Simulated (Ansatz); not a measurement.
Input for Ansatz (development build ahead of 0.2.0):

```yaml
crystal:
  periodic: [false, false, false]
  atoms:
    - { symbol: B, position_ang: [0.0, 0.0, 0.0] }
    - { symbol: O, position_ang: [0.0, 0.0, 1.205] }
basis:
  gaussian: { orbitals: def2-SVP }
total_charge: 1
hamiltonian:
  xc: hf
correlation:
  method: mp2
  frozen_orbitals: { B: 1, O: 1 }
scf:
  omitted_lower_state_checks: [stability, starts, atomic_configurations, cluster_reference, orbital_swaps, given_window_search, neighbouring_geometries, increment]
```

The input is written out in the form of the current development build from the run's settings.

Results

```json
{"Converged": "yes", "Reference energy": "-98.95192 hartree", "Correlation energy": "-0.26345 hartree", "Total energy": "-99.21537 hartree", "Spin squared of the determinant": "0.000", "Occupied orbitals by symmetry in an Abelian subgroup (alpha; beta)": "4 A1 1 B1 1 B2; 4 A1 1 B1 1 B2"}
```

Messages of the program:
```
mean field -2692.61890534 eV, -98.9519196486 hartree, gradient 2.0e-6 eV, S^2 0.000000; 0 other ends of a descent, 0 dependent functions left out
```

Caution: an unrestricted determinant lies well below.
